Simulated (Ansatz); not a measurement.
**CH4S: one species, many methods**

An exercise on one series of results from a longer session: the logs are not shown, and one member is left open.

Method: functionals in def2-TZVPP, the program's frozen cores in correlated methods; program: Ansatz 0.2.0, Gaussian basis.

Levels to be run: LDA (SPW92), PBE-D4, revPBE-D4, BLYP-D4, r2SCAN-D4, B97M-V, PBE0-D4, B3LYP-D4, r2SCANh-D4, r2SCAN0-D4, HSE06-D4, BHLYP-D4, CAM-B3LYP-D4, LC-ωPBE, ωB97X-V, ωB97M-V, B2PLYP, PBE-QIDH; CCSD(T)/def2-SVP; CCSD(T)/def2-TZVPP.

## The geometry

The geometry comes from an earlier relaxation with PBE0-D4 in a triple-zeta def2 set; it is a stationary point.

6 atoms, charge 0, spin multiplicity 1.

Atoms are counted from 1 here; the program's logs count them from 0.

Bond lengths: C1–S2 1.806 Å, C1–H3 1.089 Å, C1–H4 1.090 Å, C1–H5 1.089 Å, S2–H6 1.342 Å. Angles: S2–C1–H3 111.5°, S2–C1–H4 106.2°, S2–C1–H5 111.5°, H3–C1–H4 108.6°, H3–C1–H5 110.3°, H4–C1–H5 108.6°, C1–S2–H6 97.1°.

Set-up of the first run:

in.yaml

```yaml
crystal:
  periodic: [false, false, false]
  atoms:
    - {symbol: C, position_ang: [-0.144726, -0.282396, -0.375086]}
    - {symbol: S, position_ang: [0.565118, 0.041781, 1.253919]}
    - {symbol: H, position_ang: [-1.183620, 0.040448, -0.429978]}
    - {symbol: H, position_ang: [-0.109401, -1.363233, -0.511793]}
    - {symbol: H, position_ang: [0.439055, 0.186598, -1.166150]}
    - {symbol: H, position_ang: [0.433563, 1.376810, 1.229078]}
basis:
  gaussian: {orbitals: def2-TZVPP}
hamiltonian: {xc: lda}
output: {orbitals: {seedname: orbitals}}
```

On the command line:

```console
> ansatz run in.yaml --threads 2 --pin off --events-out ev --progress --plain --max-ram 32768MiB --backend cpu
```

Among the steps run: LDA; PBE-D4 (GGA); revPBE-D4 (GGA); BLYP-D4 (GGA); r2SCAN-D4 (meta-GGA); B97M-V (meta-GGA); B3LYP-D4 (hybrid); r2SCANh-D4 (hybrid); r2SCAN0-D4 (hybrid); HSE06-D4 (hybrid); BHLYP-D4 (hybrid); CAM-B3LYP-D4 (range-separated); LC-ωPBE (range-separated); ωB97X-V (range-separated); ωB97M-V (range-separated); B2PLYP (double hybrid); PBE-QIDH (double hybrid).

One table of the session follows, with a row left open; its other results are not shown here.

It belongs to the step «Frontier levels by functional». 

| functional | HOMO (eV) | LUMO (eV) | gap (eV) |
| --- | --- | --- | --- |
| LDA (SPW92) | -5.60 | -0.53 | 5.06 |
| PBE-D4 | -5.51 | -0.40 | 5.11 |
| revPBE-D4 | -5.47 | -0.35 | 5.13 |
| BLYP-D4 | -5.37 | -0.36 | 5.00 |
| r2SCAN-D4 | -5.77 | 0.03 | 5.80 |
| B97M-V | -5.86 | -0.18 | 5.67 |
| PBE0-D4 | -6.77 | 0.52 | 7.30 |
| B3LYP-D4 | -6.54 | 0.21 | 6.75 |
| r2SCANh-D4 | -6.24 | 0.37 | 6.60 |
| r2SCAN0-D4 | -6.94 | 0.84 | 7.78 |
| HSE06-D4 | -6.37 | 0.15 | 6.51 |
| BHLYP-D4 | ? | ? | ? |
| CAM-B3LYP-D4 | -8.14 | 1.46 | 9.60 |
| LC-ωPBE | -9.57 | 2.76 | 12.33 |
| ωB97X-V | -9.19 | 2.58 | 11.77 |
| ωB97M-V | -9.02 | 2.25 | 11.27 |

**Question.** Estimate the row for BHLYP-D4.

Worked estimate for «HOMO (eV)». Against the share of exact exchange, BLYP-D4 (0, -5.37), B3LYP-D4 (0.2, -6.54) give a slope of -5.85 per unit share; at 0.5 the line stands at -8.29.

The run gave: HOMO (eV): -7.90; LUMO (eV): 1.31; gap (eV): 9.22. In «HOMO (eV)» the line misses by -0.39.
